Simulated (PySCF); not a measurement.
Species: cyanoformaldehyde, C2HNO.
SMILES: `C(#N)C=O`

Computed with PySCF, BHandHLYP/def2-TZVP geometry optimisation, gas phase.

Masses are those of the commonest isotopes; rigid-rotor values at the optimised geometry. 

Q: Give the principal moments of inertia and the rotational constants in MHz.

A: Ia = 7.26, Ib = 98.90, Ic = 106.16 u·Å²; 505379 MHz·u·Å²/I gives A = 69659, B = 5110, C = 4761 MHz.

Q: What kind of rotor is it?

A: A near-prolate asymmetric top: κ = (2 × 5110 − 69659 − 4761)/(69659 − 4761) = -0.99.

Q: Is it planar, by Δ = Ic − Ia − Ib?

A: Planar: Δ = Ic − Ia − Ib = 0.00 u·Å². For a rigid frame Δ = −2 Σ m c², so it vanishes when all atoms lie in the ab plane; here none is more than 0.01 Å from it.

Q: Give the coordinates in the principal-axis frame, origin at the centre of mass.

A: The sense of each axis is arbitrary; atoms in the order of the calculation.
```
atom  mass (u)   a (Å)   b (Å)   c (Å)
  N1    14.003  -1.830  -0.167   0.000
  C2    12.000  -0.720   0.078  -0.001
  C3    12.000   0.696   0.454   0.000
  O4    15.995   1.565  -0.350   0.000
  H5     1.008   0.874   1.531   0.001
```

Q: List the rotational levels J(Ka,Kc) to J = 3 (MHz).

A: Above 0(0,0):
J = 1: 1(0,1) 9871, 1(1,1) 74420, 1(1,0) 74769
J = 2: 2(0,2) 29610, 2(1,2) 93812, 2(1,1) 94860, 2(2,1) 288508, 2(2,0) 288509
J = 3: 3(0,3) 59216, 3(1,3) 122899, 3(1,2) 124994, 3(2,2) 318120, 3(2,1) 318127, 3(3,1) 641741, 3(3,0) 641741
Those of J = 1 are B + C, A + C and A + B.

Q: Predict some low-J microwave lines.

A: The dipole components are |μa| = 1.18 D, |μb| = 2.29 D, |μc| = 0.00 D; the mirror of this Cs structure is the ab plane, so μc vanishes by symmetry and there are no c-type lines. The squared components, which scale the intensities, stand as 0.27 : 1.00 (a : b). Some lines, for components of 0.1 D or more:

```csv
type,branch,"J(Ka,Kc)",MHz,lower level (cm⁻¹)
a,Q,"3(1,2) ← 3(1,3)",2095,4.099
a,R,"1(0,1) ← 0(0,0)",9871,0.000
a,R,"2(0,2) ← 1(0,1)",19740,0.329
a,R,"3(2,1) ← 2(2,0)",29617,9.624
a,R,"4(1,4) ← 3(1,3)",38781,4.099
a,R,"5(1,5) ← 4(1,4)",48474,5.393
b,Q,"1(1,0) ← 1(0,1)",64899,0.329
b,R,"2(1,2) ← 1(0,1)",83941,0.329
b,R,"5(1,5) ← 4(0,4)",111469,3.292
b,Q,"3(2,1) ← 3(1,2)",193133,4.169
b,Q,"2(2,0) ← 2(1,1)",193650,3.164
b,R,"2(2,0) ← 1(1,1)",214089,2.482
b,R,"3(2,1) ← 2(1,2)",224315,3.129
b,R,"4(2,3) ← 3(1,2)",232607,4.169
b,R,"5(2,4) ← 4(1,3)",241778,5.510
b,Q,"4(3,2) ← 4(2,3)",323625,11.928
b,R,"4(3,1) ← 3(2,2)",363106,10.611
b,R,"5(3,2) ← 4(2,3)",372983,11.928
b,Q,"4(4,1) ← 4(3,2)",453066,22.723
b,R,"4(4,0) ← 3(3,1)",492551,21.406
b,R,"5(4,2) ← 4(3,1)",502422,22.723
b,R,"5(4,1) ← 4(3,2)",502422,22.723
b,Q,"5(5,1) ← 5(4,2)",582514,39.482
b,R,"5(5,0) ← 4(4,1)",631870,37.836
```

Q: Estimate the classical rotational partition function at 25 K, 200 K and 298.15 K.

A: Point group Cs, symmetry number σ = 1; q = (√π/σ)·√((kT/h)³/(ABC)), k/h = 20836.6 MHz/K: 512 at 25 K, 11600 at 200 K, 21100 at 298.15 K.

Stationary, but not proved a minimum. No vibrational averaging or centrifugal distortion is included, and the geometry carries the error of its method. Quadrupole hyperfine structure (14N) is left out.

On Arm Neoverse V1, one thread, shared host with 32 logical CPUs at a one-minute load of 35, this took 23 s and 0.52 GiB of memory at its peak. That covers the optimisation of the geometry.
